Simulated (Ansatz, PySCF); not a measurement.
Molecule: trichloro(fluoro)silane, SiCl3F (charge 0, singlet). SMILES: Cl[Si](Cl)(Cl)F
Geometry from a B3LYP-D3(BJ)/def2-TZVP (Ansatz, a first-principles code) optimisation:
```
Si
F 1 1.5807
Cl 1 2.0251 2 108.32
Cl 1 2.0251 2 108.32 3 120.00
Cl 1 2.0251 2 108.32 3 -120.00
```

B3LYP/6-31G* beside other levels, property by property. Conventions: no dispersion term unless named; no spin-orbit coupling; LANL2DZ with its own core potentials from Na on; atomisation electronic, to ground-state atoms; open shells spin-unrestricted; six Cartesian d functions in 6-31G* and its kin unless marked 5d; non-relativistic; valence correlation only. Basis-set limits of correlation are two-point, X^-3; Hartree-Fock from the larger set (for Q and 5 zeta extrapolated as (X+1)exp(-9√X)). [CCSD(T)-MP2]/basis is that difference in the basis named. Ab initio and DFT rows: single points at B3LYP-D3(BJ) geometries (Ansatz), with unscaled harmonic terms from B3LYP/6-31G* (Ansatz) at its own minima, enthalpies of formation by atomisation with measured atoms.

Coupled cluster (Ansatz) is a level with limits of its own, used here on species with T1 under 0.025 (0.045 for open shells) and stable references: (a) RI-MP2/CBS(cc-pV(T+d)Z,cc-pV(Q+d)Z)+[CCSD(T)-MP2]/cc-pV(T+d)Z; (b) CCSD(T)/CBS(cc-pV(Q+d)Z,cc-pV(5+d)Z).

| property | B3LYP/6-31G* (Ansatz) | BP86/def2-SVP (PySCF) | B3LYP/LANL2DZ (Ansatz) | r2SCAN-D4/def2-TZVPD (Ansatz + dftd4) | to compare with |
|---|---|---|---|---|---|
| F-Si bond dissociation enthalpy at 298 K, to F atom + Cl[Si](Cl)Cl (kcal/mol) | 147.2 | 146.8 | 107.5 | 149.9 | 157.1 coupled cluster (a) |
| enthalpy of formation at 298 K (kcal/mol) | -184.1 | -204.4 | -84.1 | -220.1 | -221.2 coupled cluster (b) |
| atomisation energy (kcal/mol) | 399.6 | 419.9 | 299.7 | 435.6 | 436.7 coupled cluster (b) |

As the rows show:
- F-Si bond dissociation enthalpy at 298 K, to F atom + Cl[Si](Cl)Cl: B3LYP/6-31G* lies 9.9 kcal/mol below coupled cluster.
- enthalpy of formation at 298 K: B3LYP/6-31G* lies 37.1 kcal/mol above coupled cluster.
- atomisation energy: B3LYP/6-31G* lies 37.1 kcal/mol below coupled cluster.

The properties are those with a value to compare with, at most eight drawn at random. No case is left out for the size of its miss. Left out are saddle points of the reference geometry, anions that the best level run finds unbound, excited spin states, species near biochemistry, 298 K rows of species without real B3LYP wavenumbers, cases with under five habitual levels, runs that failed or that the program found above a lower state of the same kind, table entries that another table contradicts, and a share of species set aside by lot.
